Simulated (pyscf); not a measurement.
Thermochemistry of product channels of O=Si(OH)–OH + F• on the doublet surface, in kJ/mol, from ωB97M-D3(BJ)/def2-TZVP energies (ideal gas, 1 atm, RRHO with modes under 100 cm⁻¹ raised to 100, one conformer, R ln 2 for chiral ones without a mode under 150 cm⁻¹). Single points on ωB97X-D3(BJ)/def2-SVP structures (PySCF, gas phase).

```json
[
 {"products": "O=Si(OH)–F + OH•", "ΔE": "-69.2", "ΔH(298 K)": "-76.8", "ΔG(900 K)": "-102.3", "ΔG(1200 K)": "-109.7"},
 {"products": "•O–Si(OH)(OH)–F", "ΔE": "-371.8", "ΔH(298 K)": "-370.9", "ΔG(900 K)": "-281.0", "ΔG(1200 K)": "-252.1"}
]
```

These are energies of the channels, which say nothing of barriers. Left out: orbital degeneracy and the spin-orbit lowering of F, OH.
